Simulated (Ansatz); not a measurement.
# SiH₃O₂+: single points off equilibrium

One table from this session's results is given with a row withheld; the runs are named, their logs left out.

Method: single points in def2-TZVPP; program: Ansatz 0.2.0, Gaussian basis.

Correlated methods freeze the cores.

**Where the work starts**

SMILES `O[SiH+]O`, 6 atoms, charge 1, spin multiplicity 1.

Atoms are counted from 1 here; the program's logs count them from 0.

Bond lengths: O1–Si2 1.601 Å, O1–H4 1.012 Å, Si2–O3 1.492 Å, Si2–H5 1.497 Å, O3–H6 0.913 Å. Angles: Si2–O1–H4 149.7°, O1–Si2–O3 125.3°, O1–Si2–H5 117.8°, O3–Si2–H5 116.9°, Si2–O3–H6 169.5°.

As a file:

```
O    -1.1773   -0.3103   -0.7476
Si    0.1759    0.3389   -0.1902
O     0.9284   -0.1332    1.0091
H    -1.9521   -0.9502   -0.6307
H     0.7679    1.4822   -0.9545
H     1.2539   -0.5177    1.7701
```

The first run:

run/in.yaml reads:

```yaml
crystal:
  periodic: [false, false, false]
  atoms:
    - {symbol: O, position_ang: [-1.177300, -0.310300, -0.747600]}
    - {symbol: Si, position_ang: [0.175900, 0.338900, -0.190200]}
    - {symbol: O, position_ang: [0.928400, -0.133200, 1.009100]}
    - {symbol: H, position_ang: [-1.952100, -0.950200, -0.630700]}
    - {symbol: H, position_ang: [0.767900, 1.482200, -0.954500]}
    - {symbol: H, position_ang: [1.253900, -0.517700, 1.770100]}
basis:
  gaussian: {orbitals: def2-TZVPP}
total_charge: 1
correlation: {method: ccsd_t}
output: {forces: true}
```

The command line of these runs was not kept.

Among the steps run: CCSD(T)/def2-TZVPP; PBE0-D4/def2-TZVPP; wB97M-V/def2-TZVPP; r2SCAN-D4/def2-TZVPP; PBE-D4/def2-TZVPP; r2SCAN0-D4/def2-TZVPP; wB97X-V/def2-TZVPP.

One of the session's tables, all rows but one given; the rest of the session is left out.

```
    method  RMS force component (eV/Å)  angle to CCSD(T) forces (°)
   CCSD(T)                       1.311                    reference
   PBE0-D4                           ?                            ?
   wB97M-V                       1.322                          2.7
 r2SCAN-D4                       1.296                          2.9
    PBE-D4                       1.320                          8.7
r2SCAN0-D4                       1.301                          7.6
   wB97X-V                       1.326                          2.4
```

Estimate the missing values for PBE0-D4.

The run gave: RMS force component (eV/Å): 1.298; angle to CCSD(T) forces (°): 4.1. In the column «RMS force component (eV/Å)» it lies between r2SCAN-D4 (1.296) and r2SCAN0-D4 (1.301).
